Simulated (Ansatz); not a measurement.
Cost and result for the atomization energy of C4H7F, SMILES `C/C=C(\C)F` (12 atoms, 11 bonds).

Z-matrix (Å, degrees):
```
C
C 1 1.489
H 1 1.094 2 110.9
H 1 1.094 2 110.9 3 118.4
H 1 1.090 2 112.6 3 -120.8
C 2 1.324 1 126.4 3 120.8
H 2 1.086 1 117.4 3 -59.2
F 6 1.354 2 118.1 1 180.0
C 6 1.480 2 130.8 1 0.0
H 9 1.094 6 110.2 2 120.6
H 9 1.094 6 110.1 2 -121.2
H 9 1.088 6 111.6 2 -0.3
```

Total charge 0; spin multiplicity 1. The structure was optimised at the PBE0-D4/def2-TZVP level. Program: Ansatz. All runs use 4 threads of an Arm Neoverse V2 on a shared host. Times are those of one run each, without the atoms' runs, and a repeat can differ threefold. Electronic energies, without spin–orbit coupling; frozen cores. CCSD(T)/CBS adds CCSD(T) − MP2 in def2-TZVPP to the MP2 limit, and its time is that of the two runs behind it. T1 = 0.011. B3LYP takes the VWN-RPA correlation (the form of Gaussian; ORCA's B3LYP/G).

CCSD(T)/CBS is a level of theory with its own doubt, some kJ/mol a heavy atom from the limit and from the frozen cores, so smaller differences don't rank the functionals.

| level | functions | wall time |
| --- | --- | --- |
| PBE0-D4/def2-TZVPP | 253 | 2.4 s |
| PBE-D4/def2-TZVPP (with forces) | 253 | 2.5 s |
| B3LYP-D4/def2-TZVPP (with forces) | 253 | 3.8 s |
| r2SCAN-D4/def2-TZVPP (with forces) | 253 | 4.6 s |
| B2PLYP/def2-TZVPP | 253 | 4.7 s |
| ωB97X-V/def2-TZVPP | 253 | 6.5 s |
| ωB97M-V/def2-TZVPP (with forces) | 253 | 9.5 s |
| MP2/def2-QZVPP | 495 | 25 s |
| CCSD(T)/def2-TZVPP | 253 | 2.8 min |
| CCSD(T)/CBS(def2) | – | 3.2 min |

Question: What atomization energy does each give, and how far from CCSD(T)/CBS? (Estimate.)

Answer: The calculation gave: 
```json
{"level": "PBE0-D4/def2-TZVPP", "atomization (kJ/mol)": "4932.2", "difference from CCSD(T)/CBS": "47.9", "per bond": "4.4"}
{"level": "PBE-D4/def2-TZVPP (with forces)", "atomization (kJ/mol)": "5018.8", "difference from CCSD(T)/CBS": "134.5", "per bond": "12.2"}
{"level": "B3LYP-D4/def2-TZVPP (with forces)", "atomization (kJ/mol)": "4898.0", "difference from CCSD(T)/CBS": "13.7", "per bond": "1.2"}
{"level": "r2SCAN-D4/def2-TZVPP (with forces)", "atomization (kJ/mol)": "4910.4", "difference from CCSD(T)/CBS": "26.1", "per bond": "2.4"}
{"level": "B2PLYP/def2-TZVPP", "atomization (kJ/mol)": "4851.1", "difference from CCSD(T)/CBS": "-33.2", "per bond": "-3.0"}
{"level": "ωB97X-V/def2-TZVPP", "atomization (kJ/mol)": "4893.1", "difference from CCSD(T)/CBS": "8.8", "per bond": "0.8"}
{"level": "ωB97M-V/def2-TZVPP (with forces)", "atomization (kJ/mol)": "4904.0", "difference from CCSD(T)/CBS": "19.7", "per bond": "1.8"}
{"level": "MP2/def2-QZVPP", "atomization (kJ/mol)": "4915.2", "difference from CCSD(T)/CBS": "30.9", "per bond": "2.8"}
{"level": "CCSD(T)/def2-TZVPP", "atomization (kJ/mol)": "4776.9", "difference from CCSD(T)/CBS": "-107.4", "per bond": "-9.8"}
{"level": "CCSD(T)/CBS(def2)", "atomization (kJ/mol)": "4884.3", "difference from CCSD(T)/CBS": "0.0", "per bond": "0.0"}
```

In def2-TZVPP, CCSD(T) changes the Hartree–Fock value by +1128.4 kJ/mol (the triples alone add +67.8 kJ/mol) and MP2 by +1203.6 kJ/mol; breaking electron pairs costs correlation energy, which Hartree–Fock lacks. The D4 term adds +30.2 kJ/mol with B3LYP and +15.9 kJ/mol with PBE0; it sums over pairs of atoms, weighted by their polarisabilities, and B3LYP, whose exchange is more repulsive, gets the larger term. From PBE to PBE0 (25 % exact exchange), in def2-TZVPP and without D4, the atomization energy moves by −83.5 kJ/mol: exact exchange takes away binding that semilocal exchange gives to molecules.
